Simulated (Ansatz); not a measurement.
A nudged elastic band was laid between two geometries of CH₃ClSi (6 atoms, charge 0, multiplicity 1).

The calculation used RKS PBE/cc-pVDZ in Ansatz 0.2.0.

```
movable images  : 7
climbing image  : yes
spring          : 5.0 eV/Å²
optimiser       : quadratic models (default)
start path      : through a guess of the saddle point
force threshold : 0.5 eV/Å
iteration limit : 60
end points      : relaxed
```

Initial state:

```xyz
6
Properties=species:S:1:pos:R:3
C -0.429 0.383 -0.181
Si 0.235 -0.639 1.304
Cl 1.890 -1.577 0.309
H 0.352 1.092 -0.537
H -1.336 0.959 0.099
H -0.670 -0.282 -1.040
```

Final state:

```xyz
6
Properties=species:S:1:pos:R:3
C -0.291 0.469 -0.244
Si 1.188 -0.040 0.869
Cl 0.945 -2.170 0.739
H -0.357 1.572 -0.347
H -1.244 0.091 0.190
H -0.199 0.014 -1.254
```

Task: What changes between the two ends?

Result: No bond is made or broken. The dihedral H4–C1–Si2–Cl3 goes from -60 to -179°. The two ends are copies of one structure, up to a mirror image or an exchange of like atoms.

Task: What energy profile does the band end with?

Result: The run converged. The highest image is number 4 of 0 to 8, 0.023 eV above the ends, which have the same energy within 2 meV. The threshold of 0.5 eV/Å is loose, so the images may lie well off the minimum-energy path. The order of the stationary point at the top wasn't checked.

```
image  path coordinate (Å)  energy (eV)  dihedral H4–C1–Si2–Cl3 (°)
    0                 0.00        0.000                         -60
    1                 0.29        0.003                         -76
    2                 0.58        0.009                         -92
    3                 0.88        0.016                        -108
    4                 1.17        0.023                        -124
    5                 1.46        0.017                        -139
    6                 1.75        0.009                        -152
    7                 2.04        0.003                        -166
    8                 2.33        0.000                        -179
```

Task: What is the geometry of the highest image?

Result: 
```xyz
6
Properties=species:S:1:pos:R:3:forces:R:3
C -0.349 0.412 -0.215 -0.26 0.10 -0.41
Si 0.674 -0.228 1.248 0.26 -0.26 0.22
Cl 1.478 -2.053 0.403 -0.12 0.22 0.06
H -0.012 1.443 -0.466 0.12 0.03 0.02
H -1.402 0.561 0.124 0.01 -0.10 0.05
H -0.346 -0.199 -1.141 -0.01 0.01 0.07
```

The band took 3 iterations and roughly 40 core-seconds.

Time of the run: 43 s on 1 thread of Arm Neoverse V1, with other jobs on the host, peak memory 0.23 GiB.
